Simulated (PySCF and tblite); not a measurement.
Values are calculated unless marked as measured or tabulated.
C6H14, numbered as in [CH3:1][CH2:2][CH2:3][CH2:4][CH2:5][CH3:6].

Free energies: PBE0-D3(BJ)/def2-TZVP on PBE0-D3(BJ)/def2-SVP structures plus GFN2-xTB thermal terms, symmetry and mirror images included. Conformers within 4 kcal/mol (GFN2-xTB free energy) were kept, 7 at most. (PySCF 2.14, tblite 0.8.)

Rotational constants are equilibrium values for the commonest isotopes; dipoles come from the energy level named.

Torsions listed: C1–C2–C3–C4, C2–C3–C4–C5, C3–C4–C5–C6. Of a mirror pair one member is shown.

| conformer | shape | symmetry | weight % |
| --- | --- | --- | --- |
| 1 | 65°, 177°, 180° | C1 (pair) | 36.1 |
| 2 | 180°, 180°, 180° | C2h | 27.3 |
| 3 | 177°, 66°, 177° | C2 (pair) | 15.6 |
| 4 | -176°, -60°, -59° | C1 (pair) | 10.6 |
| 5 | -65°, 180°, 65° | Ci | 5.1 |
| 6 | -65°, -174°, -65° | C2 (pair) | 4.8 |

Not shown: 1 more, 0.6 % in all.

Sets of constants, in random order:

```tsv
set	A (MHz)	B (MHz)	C (MHz)	abs μa (D)	abs μb (D)	abs μc (D)
P	14646	1139	1100	0.00	0.00	0.00
Q	10178	1307	1241	0.00	0.03	0.00
R	8949	1441	1336	0.00	0.00	0.00
S	6270	1662	1518	0.06	0.06	0.08
T	8731	1349	1255	0.04	0.10	0.01
U	7407	1478	1444	0.00	0.10	0.00
```

Task: Match each set to its conformer.

Result: P is conformer 2, Q is conformer 3, R is conformer 5, S is conformer 4, T is conformer 1, U is conformer 6.
